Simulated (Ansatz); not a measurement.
One geometry of Li2N, several levels of theory.

```yaml
crystal:
  periodic: [false, false, false]
  atoms:
    - {symbol: Li, position_ang: [-1.180029, 0.398085, -1.228617]}
    - {symbol: Li, position_ang: [1.177695, -0.396284, 1.231404]}
    - {symbol: N, position_ang: [0.002344, -0.001801, -0.002787]}
basis:
  gaussian: {orbitals: def2-TZVPD, initial_orbitals: start.molden}
magnetization: {spin_polarized: true, initial_magnetization: 1}
correlation: {method: ccsd_t}
scf: {omitted_lower_state_checks: [starts, cluster_reference]}
output: {orbitals: {seedname: orbitals}}
```

The file start.molden holds the orbitals of an earlier run on this structure, at another level or in another basis.

```sh
$ ansatz run in.yaml --threads 4 --pin off --events-out ev --progress --plain --max-ram 3916MiB
```

Shortened log:

```
Functional definition: HF
611 factors; integrals over basis functions are off by at most 5.3e-4 eV
mean field evaluation 1: about -1885.2477 eV, gradient 1.0e1 eV
mean field evaluation 2: about -1885.5025 eV, gradient 4.9e-1 eV
mean field evaluation 4: about -1885.5543 eV, gradient 3.6e-2 eV
mean field evaluation 8: about -1885.5608 eV, gradient 1.3e-3 eV
mean field evaluation 16: about -1885.5608 eV, gradient 2.3e-5 eV
mean field -1885.56084876 eV, -69.2930831130 hartree, gradient 5.0e-10 eV, S^2 1.078853; 0 other end points of the search recorded, 0 dependent functions left out
1 core orbitals not correlated: weight in the atoms' cores, before any rotation towards them, 1.000 or more for the frozen orbitals, at most 0.000 for the correlated occupied ones
reference -1885.56084876 eV, -69.2930831130 hartree; 6, 5 occupied and 64, 65 virtual orbitals, 611 factors
second order -6.74715159 eV of doubles, -0.00000000 eV of singles
cycle   1  -7.11593490 eV  change   -3.7e-1 eV  update   1.1e-1
cycle   2  -7.44560164 eV  change   -3.3e-1 eV  update   5.8e-2
cycle   3  -7.63491733 eV  change   -1.9e-1 eV  update   4.8e-2
cycle   4  -7.63449628 eV  change    4.2e-4 eV  update   2.0e-2
cycle   5  -7.62823731 eV  change    6.3e-3 eV  update   9.4e-3
cycle   6  -7.64014282 eV  change   -1.2e-2 eV  update   4.2e-3
cycle   7  -7.63756471 eV  change    2.6e-3 eV  update   2.8e-3
cycle   8  -7.63980792 eV  change   -2.2e-3 eV  update   1.4e-3
cycle   9  -7.64041125 eV  change   -6.0e-4 eV  update   6.3e-4
cycle  10  -7.64049450 eV  change   -8.3e-5 eV  update   3.0e-4
cycle  11  -7.64060831 eV  change   -1.1e-4 eV  update   1.7e-4
cycle  12  -7.64065953 eV  change   -5.1e-5 eV  update   8.7e-5
cycle  13  -7.64062823 eV  change    3.1e-5 eV  update   5.2e-5
cycle  14  -7.64064509 eV  change   -1.7e-5 eV  update   3.3e-5
cycle  15  -7.64065930 eV  change   -1.4e-5 eV  update   2.2e-5
cycle  16  -7.64066024 eV  change   -9.4e-7 eV  update   1.3e-5
perturbative correction -0.25988698 eV, -0.0095506704 hartree
Total energy: -1893.46139598 eV, -69.5834228682 hartree
Checks for a lower state left out: starts, cluster_reference
```

It took 1.4 s on 4 threads of Arm Neoverse V2 on a shared host.

As the first input, with `gaussian: {orbitals: def2-TZVP, initial_orbitals: start.molden}`, `hamiltonian: {xc: pbe0, dispersion: d4}`, `output: {forces: true, orbitals: {seedname: orbitals}}` and without the key `correlation`, `scf` (abridged; 15 s):

```
Functional definition: PBE0
mean field evaluation 16: about -1894.3755 eV, gradient 1.3e-2 eV
mean field evaluation 32: about -1894.3755 eV, gradient 1.2e-3 eV
mean field evaluation 64: about -1894.3755 eV, gradient 5.3e-5 eV
mean field evaluation 96: about -1894.3755 eV, gradient 9.7e-5 eV
mean field evaluation 128: about -1894.3755 eV, gradient 6.3e-4 eV
mean field -1894.37551878 eV, -69.6170162613 hartree, gradient 8.7e-11 eV, S^2 0.759507; 7 other end points of the search recorded, 0 dependent functions left out
Total energy: -1894.39613746 eV, -69.6177739839 hartree
Atom 0 force    -0.010061     0.003334    -0.011249 eV/Å
Atom 1 force     0.011352    -0.003880     0.011097 eV/Å
Atom 2 force    -0.001290     0.000546     0.000152 eV/Å
Dipole moment:    -0.003768     0.002777     0.004441 e Å
```

The first input with `hamiltonian: {xc: r2scan, dispersion: d4}`, `scf: {omitted_lower_state_checks: [starts]}` and without the key `correlation` (abridged; 6 s):

```
Functional definition: r2SCAN
mean field evaluation 16: about -1896.1705 eV, gradient 1.3e-5 eV
mean field -1896.17049311 eV, -69.6829803513 hartree, gradient 3.8e-6 eV, S^2 0.766335
Total energy: -1896.17546862 eV, -69.6831631979 hartree
Checks for a lower state left out: starts
```

As the first input, with `gaussian: {orbitals: def2-TZVP, initial_orbitals: start.molden}`, `hamiltonian: {xc: lda}`, `scf: {omitted_lower_state_checks: [starts]}` and without the key `correlation` (abridged; 0.8 s):

```
Functional definition: SPW92
mean field evaluation 16: about -1877.5886 eV, gradient 1.6e-5 eV
mean field -1877.58855986 eV, -69.0001068997 hartree, gradient 1.7e-6 eV, S^2 0.760841
Total energy: -1877.58860609 eV, -69.0001085986 hartree
Checks for a lower state left out: starts
```

As the first input, with `gaussian: {orbitals: def2-TZVPP, initial_orbitals: start.molden}` (abridged; 1.2 s):

```
Functional definition: HF
mean field evaluation 16: about -1885.5330 eV, gradient 1.0e-4 eV
mean field evaluation 32: about -1885.5330 eV, gradient 2.6e-10 eV
mean field -1885.53304355 eV, -69.2920612901 hartree, gradient 2.6e-10 eV, S^2 0.899437
1 core orbitals not correlated: weight in the atoms' cores, before any rotation towards them, 1.000 or more for the frozen orbitals, at most 0.000 for the correlated occupied ones
second order -6.98654466 eV of doubles, -0.00000000 eV of singles
cycle   1  -7.27374127 eV  change   -2.9e-1 eV  update   8.8e-2
cycle   2  -7.49174051 eV  change   -2.2e-1 eV  update   4.1e-2
cycle   3  -7.62290355 eV  change   -1.3e-1 eV  update   3.3e-2
cycle   4  -7.63524420 eV  change   -1.2e-2 eV  update   1.6e-2
cycle   5  -7.62277945 eV  change    1.2e-2 eV  update   7.1e-3
cycle   6  -7.62538576 eV  change   -2.6e-3 eV  update   2.8e-3
cycle   7  -7.62765262 eV  change   -2.3e-3 eV  update   1.6e-3
cycle   8  -7.62746747 eV  change    1.9e-4 eV  update   8.6e-4
cycle   9  -7.62755835 eV  change   -9.1e-5 eV  update   4.4e-4
cycle  10  -7.62781212 eV  change   -2.5e-4 eV  update   1.5e-4
cycle  11  -7.62783793 eV  change   -2.6e-5 eV  update   7.6e-5
cycle  12  -7.62791717 eV  change   -7.9e-5 eV  update   4.0e-5
cycle  13  -7.62789654 eV  change    2.1e-5 eV  update   2.4e-5
cycle  14  -7.62790886 eV  change   -1.2e-5 eV  update   1.3e-5
cycle  15  -7.62791583 eV  change   -7.0e-6 eV  update   6.6e-6
perturbative correction -0.25570025 eV, -0.0093968107 hartree
Total energy: -1893.41665962 eV, -69.5817788372 hartree
Checks for a lower state left out: starts, cluster_reference
```

Geometry: PBE0-D4/def2-TZVP.

Correlated methods freeze 1 core orbital; core or outer-core shells of Li are correlated, in sets that lack core-valence functions. At CCSD(T)/def2-TZVPD T1 of the charge 0 doublet is large (up to 0.074), so the single-reference result is doubtful. At CCSD(T)/def2-TZVPD, CCSD(T)/def2-TZVPP the charge 0 doublet is spin-contaminated (final ⟨S²⟩ up to 1.08, 0.75 for a pure state). The structure comes from a short search, and lower isomers may exist.
